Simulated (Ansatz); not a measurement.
# Fluorite CdF2

Computed with PBEsol in Ansatz (plane waves, PAW).

Numerical settings: plane-wave cutoff 520 eV, 12×12×12 k mesh, Fermi–Dirac smearing 0.01 eV, scalar-relativistic PAW data made under PBE.

Cell (measured lattice):

```
CdF2
1.0
   -2.69400    -2.69400     0.00000
   -2.69400     0.00000    -2.69400
    0.00000    -2.69400    -2.69400
Cd F
1 2
Direct
  0.00000   0.00000   0.00000
  0.25000   0.25000   0.25000
  0.75000   0.75000   0.75000
```

For fluorite CdF2, the band gap is 2.94 eV. The smallest direct gap on the k points sampled comes out as 3.43 eV.

Measured, for comparison: band gap 7.8 eV (temperature not stated, no zero-point or thermal correction, indirect W–Γ; as tabulated in Cappellini et al. (2013), arXiv:1302.2571).

Note: cell and atoms aren't relaxed at this level (pressure -0.3 GPa).

Spin–orbit coupling is not included.

Ansatz is a program for electronic structure.
